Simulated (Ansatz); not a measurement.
The same path of H4OSi (6 atoms, charge 0, multiplicity 1) was run twice with different band settings. Lost on the way: Si1–H2, Si1–H3. Made: H2–H3.

Theory: RKS PBE/def2-SVP in Ansatz.

Relaxed end points:

```xyz
6
Properties=species:S:1:pos:R:3
Si 0.182 -0.024 0.108
H 0.093 0.037 1.614
H 1.616 0.089 -0.310
O -0.611 1.262 -0.634
H -1.565 1.318 -0.454
H -0.362 -1.363 -0.326
```

```xyz
6
Properties=species:S:1:pos:R:3
Si 0.165 -0.071 -0.967
H 0.934 -0.167 1.426
H 1.445 0.115 0.904
O -0.836 1.290 -0.892
H -1.660 1.208 -0.376
H -0.694 -1.056 -0.096
```

Common settings: movable images 5; climbing image yes; optimiser quadratic models (default); start path through a guess of the saddle point; force threshold 0.05 eV/Å; iteration limit 60; end points relaxed.

| run | spring |
| --- | --- |
| 1 | 5.0 eV/Å² |
| 2 | 0.5 eV/Å² |

Q: What does each run give, and how far can it be trusted?

A: Run 1: converged after 14 iterations, highest image 2.501 eV above the first end. Neighbouring images differ by up to 1.3 eV, so the band resolves the path poorly. A vibrational analysis at the climbing image gives one clearly imaginary mode, 1092i cm⁻¹: a first-order saddle point.
Run 2: converged after 18 iterations, highest image 2.501 eV above the first end. Another band between the same ends (5 images) ends at a top of the same energy, where a vibrational analysis finds 1 clearly imaginary mode.
The orbitals stay closed-shell, which can raise the energy where a bond breaks towards radicals; this wasn't checked here.
